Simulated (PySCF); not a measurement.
Geometries of 2 isomers of C3H2F2, from PBE0-D3(BJ)/def2-SVP geometry optimisation, gas phase in PySCF. One conformer each, no zero-point energy, no frequencies.

Question: Which is lower in electronic energy at this level?
A.
```xyz
7
angstrom
F     -1.243   -0.881    1.501
C     -0.530   -0.426    0.511
C     -0.307   -0.409   -0.769
C      0.565    0.433    0.116
F      0.398    1.793    0.112
H     -0.507   -0.709   -1.794
H      1.628    0.210    0.292
```
B.
```xyz
7
angstrom
F     -1.133   -1.773    0.454
C     -0.341   -0.778    0.169
C      0.812   -0.284   -0.117
F      2.091   -0.395   -0.343
C     -0.312    0.711   -0.042
H     -0.725    1.145   -0.970
H     -0.387    1.393    0.824
```

Answer: A. That is `FC1=C[C@H]1F`, 12.1 kcal/mol below the other.

| SMILES | atoms numbered as above | E (Eh) | relative (kcal/mol) | relative (kJ/mol) | dipole (D) |
| --- | --- | --- | --- | --- | --- |
| FC1=C[C@H]1F | [F:1][C:2]1=[CH:3][C@H:4]1[F:5] | -314.53612 | 0.0 | 0.0 | 1.88 |
| FC1=C(F)C1 | [F:1][C:2]1=[C:3]([F:4])[CH2:5]1 | -314.51677 | 12.1 | 50.8 | 0.71 |
